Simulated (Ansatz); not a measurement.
**How basis sets differ on C2H4F2 (1,2-difluoroethane)**

C2H4F2: 8 atoms, total charge 0, spin state singlet. As SMILES, `FCCF`. The coordinates come from a PBE0-D4/def2-TZVP relaxation. This is one conformer, not always the lowest.

Each level gives the vertical ionisation energy (to the doublet cation) (eV). The values are calculated.

| level | kind | program | value (eV) | CPU time (all runs) |
| --- | --- | --- | --- | --- |
| CCSD(T)/MINI | coupled cluster or CI | Ansatz | 12.33 | 0.84 s |
| CCSD(T)/LANL2DZ | coupled cluster or CI | Ansatz | 12.47 | 4.7 s |
| CCSD(T)/MIDI | coupled cluster or CI | Ansatz | 11.76 | 4.1 s |
| CCSD(T)/def2-mTZVP | coupled cluster or CI | Ansatz | 12.46 | 35 s |
| CCSD(T)/def2-mTZVPP | coupled cluster or CI | Ansatz | 12.54 | 58 s |
| CCSD(T)/def2-SVPD | coupled cluster or CI | Ansatz | 12.70 | 2.4 min |

The values span 11.76 to 12.70 eV. The coupled-cluster rows rest on a doubtful reference here (large T1 or Brueckner and Hartree–Fock orbitals at odds), and rows may lie in different states. High-level rows in very small sets aren't better than simpler rows in larger ones. Without the sets that lack polarisation functions the rows with a basis span only 12.46 to 12.70 eV. Times are those of the runs behind each value, whatever else they computed, on shared processors of several kinds: orders of magnitude only.
